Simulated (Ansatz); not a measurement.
# CH4NO+ (SMILES NC=[OH+]): functionals against CCSD(T) at one geometry

The atoms stand at a structure displaced at random from a GFN2-xTB minimum. How far do the functionals agree with CCSD(T) there?

The runs use Ansatz 0.2.0, Gaussian basis; single points in def2-TZVPP.

Correlated methods freeze the cores. B3LYP uses VWN-RPA correlation.

## Step 1: Starting geometry

SMILES `NC=[OH+]`, 7 atoms, charge 1, spin multiplicity 1.

Atoms are counted from 1 here; the program's logs count them from 0.

Bond lengths: N1–C2 1.240 Å, N1–H4 0.929 Å, N1–H5 0.921 Å, C2–O3 1.416 Å, C2–H6 1.126 Å, O3–H7 0.954 Å. Angles: C2–N1–H4 124.1°, C2–N1–H5 110.6°, H4–N1–H5 124.2°, N1–C2–O3 118.8°, N1–C2–H6 125.5°, O3–C2–H6 115.6°, C2–O3–H7 108.3°.

Coordinates:

```
N    -0.8777    0.3562   -0.3827
C     0.1376    0.1335    0.2927
O     0.8690   -1.0552    0.0543
H    -1.1862   -0.2004   -1.0595
H    -1.1794    1.2148   -0.2401
H     0.5345    0.7927    1.1152
H     1.6524   -1.0391    0.5985
```

## Step 2: CCSD(T)/def2-TZVPP

Contents of run/in.yaml:

```yaml
crystal:
  periodic: [false, false, false]
  atoms:
    - {symbol: N, position_ang: [-0.877700, 0.356200, -0.382700]}
    - {symbol: C, position_ang: [0.137600, 0.133500, 0.292700]}
    - {symbol: O, position_ang: [0.869000, -1.055200, 0.054300]}
    - {symbol: H, position_ang: [-1.186200, -0.200400, -1.059500]}
    - {symbol: H, position_ang: [-1.179400, 1.214800, -0.240100]}
    - {symbol: H, position_ang: [0.534500, 0.792700, 1.115200]}
    - {symbol: H, position_ang: [1.652400, -1.039100, 0.598500]}
basis:
  gaussian: {orbitals: def2-TZVPP}
total_charge: 1
correlation: {method: ccsd_t}
output: {forces: true}
```

The command line of these runs was not kept.

## Step 3: PBE0-D4/def2-TZVPP

Edit run/in.yaml of step 2 so:

```diff
@@ -13,3 +13,3 @@
 total_charge: 1
-correlation: {method: ccsd_t}
-output: {forces: true}
+hamiltonian: {xc: pbe0, dispersion: d4}
+output: {forces: true, orbitals: {seedname: orbitals}}
```

## Step 4: wB97M-V/def2-TZVPP

Edit run/in.yaml of step 3 so:

```diff
@@ -13,3 +13,3 @@
 total_charge: 1
-hamiltonian: {xc: pbe0, dispersion: d4}
-output: {forces: true, orbitals: {seedname: orbitals}}
+hamiltonian: {xc: {name: wB97M-V}}
+output: {forces: true}
```

## Step 5: r2SCAN-D4/def2-TZVPP

Edit run/in.yaml of step 4 so:

```diff
@@ -13,3 +13,3 @@
 total_charge: 1
-hamiltonian: {xc: {name: wB97M-V}}
+hamiltonian: {xc: r2scan, dispersion: d4}
 output: {forces: true}
```

## Step 6: PBE-D4/def2-TZVPP

Edit run/in.yaml of step 5 so:

```diff
@@ -13,3 +13,3 @@
 total_charge: 1
-hamiltonian: {xc: r2scan, dispersion: d4}
+hamiltonian: {xc: pbe, dispersion: d4}
 output: {forces: true}
```

## Step 7: B3LYP-D4/def2-TZVPP

Edit run/in.yaml of step 6 so:

```diff
@@ -13,3 +13,3 @@
 total_charge: 1
-hamiltonian: {xc: pbe, dispersion: d4}
+hamiltonian: {xc: {name: B3LYP}, dispersion: d4}
 output: {forces: true}
```

## Step 8: B97M-V/def2-TZVPP

Edit run/in.yaml of step 7 so:

```diff
@@ -13,3 +13,3 @@
 total_charge: 1
-hamiltonian: {xc: {name: B3LYP}, dispersion: d4}
+hamiltonian: {xc: {name: B97M-V}}
 output: {forces: true}
```

(Steps that only read results are left out.)

Before running it: what results should come out? Wanted: energy less free atoms, CCSD(T)/def2-TZVPP; RMS force component; RMS force error; HOMO and LUMO, PBE0-D4; T1 diagnostic.

The runs gave:

```
                                  quantity                                                                                           value
energy less free atoms, CCSD(T)/def2-TZVPP                                                                                 -421.4 kcal/mol
                       RMS force component                                                            2.610 to 2.712 eV/Å over the methods
                           RMS force error  PBE0-D4 0.215, wB97M-V 0.154, r2SCAN-D4 0.092, PBE-D4 0.194, B3LYP-D4 0.135, B97M-V 0.184 eV/Å
                    HOMO and LUMO, PBE0-D4                                                                             -16.09 and -7.57 eV
                             T1 diagnostic                                                                                           0.016
```

In words: Against CCSD(T) the functionals' energies less atoms differ by -40.4 to -18.9 kcal/mol, PBE-D4 by -40.4 kcal/mol. CCSD(T) in triple zeta still lacks some correlation energy of the bonds, so part of these gaps is its own basis error and they don't rank the functionals. The forces of r2SCAN-D4 come nearest to CCSD(T), those of PBE0-D4 are farthest. Frozen-core CCSD(T) forces in triple zeta carry basis errors of their own, and this is one geometry, so small gaps rank nothing.
